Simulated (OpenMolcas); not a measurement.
**A workflow on triplet BH3F−**

Aim: a single-point energy (UHF/STO-3G), then a single-point energy (CASSCF(2,2)/STO-3G), then a single-point energy (CASPT2(2,2)/STO-3G), then a single-point energy (SC-NEVPT2(2,2)/STO-3G), then the energy (MRCI(2,2)/STO-3G) of triplet BH3F−. 

Program for the calculation: OpenMolcas 26.06.

3 further runs of the same task are left out: 3 that didn't finish.

### 1 The structure to begin with

BH3F−: 5 atoms, total charge -1, spin state triplet. SMILES of the parent species: `[H][B-]([H])([H])F`. The shape is that of a GFN2-xTB optimisation. That shape belongs to the parent species and isn't relaxed for this state.

Bond lengths: B1–F2 1.447 Å, B1–H3 1.227 Å, B1–H4 1.228 Å, B1–H5 1.226 Å. Angles: F2–B1–H3 108.4°, F2–B1–H4 108.4°, F2–B1–H5 108.4°, H3–B1–H4 110.5°, H3–B1–H5 110.6°, H4–B1–H5 110.5°.

### 2 The energy at UHF/STO-3G (run 1)

The input, mol.xyz:

```xyz
5

B     -0.000350     0.000360    -0.057130
F      0.012500    -0.020940     1.389230
H      1.160070     0.011720    -0.454270
H     -0.590550     1.012650    -0.424140
H     -0.581670    -1.003790    -0.453700
```

The input, step1.inp:

```
* BFH3 Hartree-Fock

&GATEWAY
 BasLib=$CurrDir
 Coord=mol.xyz
 Basis=STO-3G
 Group=NoSym

&SEWARD

&SCF
 UHF
 Charge=-1
 Spin=3
 Scramble=0.25
 PrOrbitals=1 1
```

The basis set STO-3G is read from a file made from the Basis Set Exchange's data (not shown).

On the command line:

```console
$ export MOLCAS_MEM=1860
$ pymolcas step1.inp > step1.log
```

The log of the run:

```text
--- Start Module: gateway ---
[...]
--- Stop Module: gateway /rc=_RC_ALL_IS_WELL_ ---
--- Start Module: seward ---
[...]
      Basis functions           13
--- Stop Module: seward /rc=_RC_ALL_IS_WELL_ ---
--- Start Module: scf ---
[...]
       Convergence after  20 Iterations
[...]
::    Total SCF energy                               -123.5711850112
[...]
      Total spin, S                                     1.0019444137
[...]
      Total electronic charge=   18.000000
      Total            charge=   -1.000000
[...]
      Dipole Moment (debye):
      Origin of the operator (angstrom)=    0.0067   -0.0113    0.7394
                   X= -9.0137E-02               Y= -7.1609E-02               Z=  6.0958E+00           Total=  6.0969E+00
      Center of Charge (angstrom)
[...]
--- Stop Module: scf /rc=_RC_ALL_IS_WELL_ ---
[...]
```

Wall time 1.6 s (1 thread of Arm Neoverse V2, shared host); peak memory 0.37 GiB.

### 3 The energy at CASSCF(2,2)/STO-3G (run 2)

mol.xyz is that of step 2.

The input, step2.input:

```
* BFH3 CASSCF
&GATEWAY
BasLib=$CurrDir
Coord=mol.xyz
Basis=STO-3G
Group=NoSym
&SEWARD
&RASSCF
FileOrb=$CurrDir/step1.UnaOrb
Spin=3
Nactel=2 0 0
Inactive=8
Ras2=2
OrbListing=Nothing
OrbAppear=Compact
```

The basis set STO-3G is read from a file made from the Basis Set Exchange's data (not shown).

On the command line:

```console
$ export MOLCAS_MEM=1860
$ pymolcas step2.input > step2.log
```

The log of the run:

```text
--- Start Module: gateway ---
[...]
--- Stop Module: gateway /rc=_RC_ALL_IS_WELL_ ---
--- Start Module: seward ---
[...]
      Basis functions           13
--- Stop Module: seward /rc=_RC_ALL_IS_WELL_ ---
--- Start Module: rasscf ---
[...]
      Number of active orbitals                  2
[...]
      Spin quantum number                      1.0
[...]
      Active orbitals                            2
[...]
      Number of CSFs                             1
[...]
      Number of root(s) required                 1
[...]
      Convergence after  9 iterations
[...]
      printout of CI-coefficients larger than  0.05 for root  1
      energy=    -123.569595
      conf/sym  11     Coeff  Weight
             1  uu   1.00000 1.00000
      Natural orbitals and occupation numbers for root  1
      sym 1:   1.000000   1.000000
      ************************************************************************************************************************
      *                                                    Final results                                                     *
[...]
::    RASSCF root number  1 Total energy:   -123.56959540
[...]
      Total electronic charge=   18.000000
      Total            charge=   -1.000000
[...]
      Dipole Moment (debye):
      Origin of the operator (angstrom)=    0.0067   -0.0113    0.7394
                   X= -9.8156E-02               Y= -7.0411E-02               Z=  6.0725E+00           Total=  6.0737E+00
      Center of Charge (angstrom)
[...]
--- Stop Module: rasscf /rc=_RC_ALL_IS_WELL_ ---
[...]
```

It took 1.4 s on 1 thread of Arm Neoverse V2, shared host; peak memory 0.37 GiB.

### 4 The energy at CASPT2(2,2)/STO-3G (run 3)

mol.xyz is that of step 3.

The input, step3.input:

```
* BFH3 CASPT2

&GATEWAY
 BasLib
 $CurrDir
 Coord
 mol.xyz
 Basis
 STO-3G
 Group
 NoSym

&SEWARD

&RASSCF
 FileOrb
 $CurrDir/step2.RasOrb
 Spin
 3
 Nactel
 2 0 0
 Inactive
 8
 Ras2
 2
 OrbListing
 Nothing
 OrbAppear
 Compact

&CASPT2
 Imaginary
 0.1
 Frozen
 2
```

The basis set STO-3G is read from a file made from the Basis Set Exchange's data (not shown).

On the command line:

```console
$ export MOLCAS_MEM=1860
$ pymolcas step3.input > step3.log
```

The log of the run:

```text
--- Start Module: gateway ---
[...]
--- Stop Module: gateway /rc=_RC_ALL_IS_WELL_ ---
[...]
      Basis functions           13
[...]
--- Start Module: rasscf ---
[...]
      Number of active orbitals                  2
[...]
      Spin quantum number                      1.0
[...]
      Active orbitals                            2
[...]
      Number of CSFs                             1
[...]
      Number of root(s) required                 1
[...]
      Convergence after  4 iterations
[...]
      printout of CI-coefficients larger than  0.05 for root  1
      energy=    -123.569595
      conf/sym  11     Coeff  Weight
             1  uu   1.00000 1.00000
      Natural orbitals and occupation numbers for root  1
      sym 1:   1.000000   1.000000
      ************************************************************************************************************************
      *                                                    Final results                                                     *
[...]
::    RASSCF root number  1 Total energy:   -123.56959541
[...]
      Total electronic charge=   18.000000
      Total            charge=   -1.000000
[...]
      Dipole Moment (debye):
      Origin of the operator (angstrom)=    0.0067   -0.0113    0.7394
                   X= -9.8253E-02               Y= -7.0425E-02               Z=  6.0724E+00           Total=  6.0736E+00
      Center of Charge (angstrom)
[...]
--- Stop Module: rasscf /rc=_RC_ALL_IS_WELL_ ---
--- Start Module: caspt2 ---
[...]
 ###    WARNING: User changed nr of frozen orbitals.                         ###
 ###############################################################################
[...]
      E2 (Variational):          -0.0387199512
      Total energy:            -123.6083153576
[...]
      Reference weight:           0.98336
[...]
::    CASPT2 Root  1     Total energy:   -123.60831536
[...]
--- Stop Module: caspt2 /rc=_RC_ALL_IS_WELL_ ---
[...]
```

Run time: 1.4 s. Hardware: 1 thread of Arm Neoverse V2, shared host; peak memory 0.37 GiB.

### 5 A single-point energy at SC-NEVPT2(2,2)/STO-3G (run 4)

mol.xyz is that of step 4.

The input, step4.inp:

```
* BFH3 NEVPT2
&GATEWAY
BasLib
$CurrDir
Coord
mol.xyz
Basis
STO-3G
Group
NoSym
&SEWARD
&RASSCF
FileOrb
$CurrDir/step2.RasOrb
Spin
3
Nactel
2 0 0
Inactive
8
Ras2
2
OrbListing
Nothing
OrbAppear
Compact
&CASPT2
SC-NEVPT2
Frozen
2
```

The basis set STO-3G is read from a file made from the Basis Set Exchange's data (not shown).

On the command line:

```console
$ export MOLCAS_MEM=1860
$ pymolcas step4.inp > step4.log
```

The log of the run:

```text
--- Start Module: gateway ---

                                              &GATEWAY

                       available to each process: 1.9 GB of memory, 1 thread

 Basis Set     1 Label: B.STO-3G
 Basis set is read from library:.
 basistype.tbl is not found

 Basis Set     2 Label: F.STO-3G
 Basis set is read from library:.
 basistype.tbl is not found

 Basis Set     3 Label: H.STO-3G
 Basis set is read from library:.
 basistype.tbl is not found

++    Symmetry information:
      ---------------------

                    Character Table for C1

                             E
                    a        1  x, y, xy, Rz, z, xz, Ry, yz, Rx, I
--

++    Basis set information:
      ----------------------

      Basis set label: B.STO-3G.........

      Electronic valence basis set:
      ------------------
      Associated Effective Charge   5.000000 au
      Associated Actual Charge      5.000000 au
      Nuclear Model: Point charge

      Shell  nPrim  nBasis  Cartesian Spherical Contaminant
         s       6       2        X
[... 126 lines left out ...]
      Nuclear repulsion energy =   30.29698663
[... 76 lines left out ...]
      Convergence after  4 iterations
[... 10 lines left out ...]
      printout of CI-coefficients larger than  0.05 for root  1
[... 1 line left out ...]
      conf/sym  11     Coeff  Weight
[... 6 lines left out ...]
      *                                                    Final results                                                     *
[... 6 lines left out ...]
      RASSCF energy for state  1                   -123.56959541
[... 12 lines left out ...]
::    RASSCF root number  1 Total energy:   -123.56959541
[... 29 lines left out ...]
      Dipole Moment (debye):
[... 30 lines left out ...]
      Spin density orbitals for root   1 are written to the SPDORB.1 file
[... 56 lines left out ...]
      Imaginary shift                            0.00
[... 11 lines left out ...]
++ NEVPT2 computation for group   1

********************************************************************************
 Multi-State initialization phase begins for group   1
--------------------------------------------------------------------------------
********************************************************************************
 Compute H0 matrices for state    1
--------------------------------------------------------------------------------
--------------------------------------------------------------------------------
 H0 matrices have been computed.

********************************************************************************
  NEVPT2 EQUATION SOLUTION
--------------------------------------------------------------------------------
 ###############################################################################
 ###    Location: AixRd                                                      ###
 ###    File: LUCIEX                                                         ###
 ###    Premature abort while reading buffer from disk                       ###
 ###    End of file reached                                                  ###
 ###############################################################################

--- Stop Module: caspt2 /rc=-6 ---

.########################.
.# Non-zero return code #.
.########################.

    Timing: Wall=1.25 User=0.98 System=0.27
```

Run time: 1.4 s. Hardware: 1 thread of Arm Neoverse V2, shared host; peak memory 0.37 GiB.

The run ended with an error.

### 6 A single-point energy at MRCI(2,2)/STO-3G (run 5)

mol.xyz is that of step 5.

The input, step5.input:

```
&GATEWAY
 BASLIB=$CurrDir
 COORD=mol.xyz
 BASIS=STO-3G
 GROUP=NoSym

&SEWARD

&RASSCF
 FILEORB=$CurrDir/step2.RasOrb
 SPIN=3
 NACTEL=2 0 0
 INACTIVE=8
 RAS2=2
 ORBLISTING=Nothing
 ORBAPPEAR=Compact

&MOTRA
 LUMORB
 FROZEN=2

&GUGA
 ELECTRONS=14
 SPIN=3
 INACTIVE=6
 ACTIVE=2
 CIALL=1

&MRCI
 SDCI
```

The basis set STO-3G is read from a file made from the Basis Set Exchange's data (not shown).

On the command line:

```console
$ export MOLCAS_MEM=1860
$ pymolcas step5.input > step5.log
```

The log of the run:

```text
--- Start Module: gateway ---
[...]
--- Stop Module: gateway /rc=_RC_ALL_IS_WELL_ ---
[...]
      Basis functions           13
[...]
      Number of active orbitals                  2
[...]
      Spin quantum number                      1.0
[...]
      Active orbitals                            2
[...]
      Number of CSFs                             1
[...]
      Number of root(s) required                 1
[...]
      Convergence after  4 iterations
[...]
      printout of CI-coefficients larger than  0.05 for root  1
      energy=    -123.569595
      conf/sym  11     Coeff  Weight
             1  uu   1.00000 1.00000
      Natural orbitals and occupation numbers for root  1
      sym 1:   1.000000   1.000000
      ************************************************************************************************************************
      *                                                    Final results                                                     *
[...]
::    RASSCF root number  1 Total energy:   -123.56959541
[...]
      Dipole Moment (debye):
      Origin of the operator (angstrom)=    0.0067   -0.0113    0.7394
                   X= -9.8253E-02               Y= -7.0425E-02               Z=  6.0724E+00           Total=  6.0736E+00
      Center of Charge (angstrom)
[...]
      *** WARNING: Default frozen orbitals is overwritten by user input.
      *** Default values:   2
[...]
--- Start Module: guga ---
[...]
--- Stop Module: guga /rc=_RC_ALL_IS_WELL_ ---
--- Start Module: mrci ---
[...]
       (But an ACPF correction will be computed)
       USE THE DEFAULT ACPF G-VALUE GFAC=  0.14285714285714285
[...]
                      CI ENERGY:  -123.62710418
[...]
                ACPF CORRECTION:    -0.00228333
[...]
      Total electronic charge=   18.000000
      Total            charge=   -1.000000
[...]
     ACPF CORRECTION:     -0.00228333
[...]
  CI State   1     Total energy:   -123.62710418     QDav:     -0.00268163     QACPF:     -0.00228333
[...]
--- Stop Module: mrci /rc=_RC_ALL_IS_WELL_ ---
[...]
```

Wall time 1.5 s (1 thread of Arm Neoverse V2, shared host); peak memory 0.37 GiB.

### 7 Summary of results

| quantity | value |
| --- | --- |
| run 1, UHF/STO-3G: total energy | -123.57119 Eh |
| run 1, UHF/STO-3G: HOMO energy (highest over α and β) | 12.42 eV |
| run 1, UHF/STO-3G: LUMO energy (lowest over α and β) | 14.63 eV |
| run 1, UHF/STO-3G: ⟨S²⟩ | 2.006 |
| run 2, CASSCF(2,2)/STO-3G: total energy | -123.56960 Eh |
| run 3, CASPT2(2,2)/STO-3G: total energy | -123.60832 Eh |
| run 5, MRCI(2,2)/STO-3G: total energy | -123.62710 Eh |
| run 4, SC-NEVPT2(2,2)/STO-3G | no result (crashed) |

What this shows: Mulliken charges (run 1, UHF/STO-3G) run from -0.33 on B1 to +0.14 on F2; they depend strongly on the basis. The HOMO (run 1, UHF/STO-3G) lies at positive energy, 12.42 eV: the electron is unbound at this level or held by a compact basis; values depend on the basis. Mulliken charges (run 5, MRCI(2,2)/STO-3G) of the CASSCF density run from -0.33 on B1 to +0.14 on F2. 1 of the 5 runs did not end normally.
